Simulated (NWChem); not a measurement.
Molecule: C$_{2}$H, doublet; SMILES [C]#C

```xyz
3

C      0.0000     0.0000     0.7355
C      0.0000     0.0000    -0.4767
H      0.0000     0.0000    -1.5530
```
Atoms are numbered in this order, from 1.

Results from NWChem. Spin-unrestricted. Spin-contaminated determinants: UHF/pcseg-1 (<S²> = 1.13), UHF/aug-pcseg-1 (<S²> = 1.14), UHF/pcseg-2 (<S²> = 1.14), UHF/def2-SVP (<S²> = 1.16). The geometry was optimised at PBE0/def2-SVP, spin-unrestricted. No stability test was run on the SCF state. Total energies compare along this basis series because the functional is fixed.

```
level            basis functions  energy (Ha)  highest occupied level (eV)  lowest empty minus highest occupied level, either spin (eV)  dipole (D)  <S²>
---------------  ---------------  -----------  ---------------------------  -----------------------------------------------------------  ----------  ----
UHF/pcseg-1                   33     -76.1292                       -11.62                                                        12.45        0.73  1.13
UHF/aug-pcseg-1               55     -76.1309                       -11.60                                                        11.74        0.73  1.14
UHF/pcseg-2                   74     -76.1744                       -11.59                                                            …        0.74  1.14
UHF/def2-SVP                  33     -76.0930                       -11.62                                                        12.79        0.72  1.16
```

**Question.** Some entries are withheld; supply them.

**Answer.** 
- UHF/pcseg-2, lowest empty minus highest occupied level, either spin (eV): 12.14
